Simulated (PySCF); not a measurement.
Two structures of BH3ClF, singlet, reached by relaxing down either side of one saddle point (PBE0-D4/def2-TZVP). Energies are electronic, without zero-point energy. Computed with PySCF 2.14 with density fitting (its default auxiliary sets; JK sets also for MP2 and CCSD(T)) (basis: def2-TZVPP and def2-QZVPP); correlated methods freeze the cores. Extrapolation: Hartree–Fock as exp(−7.88 √X), correlation as X^−2.97. First:

```csv
atom,x (Å),y (Å),z (Å)
B1,0.0960,0.1468,-0.8031
Cl2,0.9983,-1.3320,-0.4920
H3,0.6954,1.1713,-0.7668
H4,-1.0248,0.0352,-1.1790
H5,-0.1815,-0.3551,1.7395
F6,-0.6125,0.4062,1.4387
```

Second:

B1  (-0.317, 0.631, -0.624)
Cl2  (0.893, -1.677, 0.795)
H3  (0.761, 1.063, -0.911)
H4  (-0.961, -0.096, -1.323)
H5  (0.299, -1.150, 1.800)
F6  (-0.871, 1.052, 0.504)
(Å)

Which bonds change from the first to the second?

BH₂Cl ([BH2][Cl]) + HF → BH₂F ([BH2][F]) + HCl; bonds formed: B1–F6, Cl2–H5; bonds broken: B1–Cl2, H5–F6.

Give the saddle point's structure and its height above each. (Judge from chemistry; the value comes from the calculation.)

The calculation gives: 54.7 kJ/mol above the first and 96.1 kJ/mol above the second (CCSD(T) at an estimated basis limit (MP2 extrapolated from triple and quadruple zeta, plus CCSD(T) − MP2 in triple zeta)).
```
atom    x (Å)    y (Å)    z (Å)
  B1  -0.0864   0.2905  -0.4440
 Cl2   0.8585  -1.3709   0.2070
  H3   0.7353   1.0951  -0.7437
  H4  -0.9804  -0.0411  -1.1534
  H5   0.0482  -0.4871   1.1496
  F6  -0.5752   0.5135   0.9846
```

No T1 diagnostic of these runs exceeds 0.012.

Labels in which every atom is bracketed show which atoms are joined, not bond orders.

For scale, one of the runs: CCSD(T)/def2-TZVPP, 146 basis functions, launched by `OMP_NUM_THREADS=4 python run.py`. Hardware: 4 CPU threads of an Arm Neoverse V2, shared host. Wall time 76 s; peak host memory 0.95 GiB.
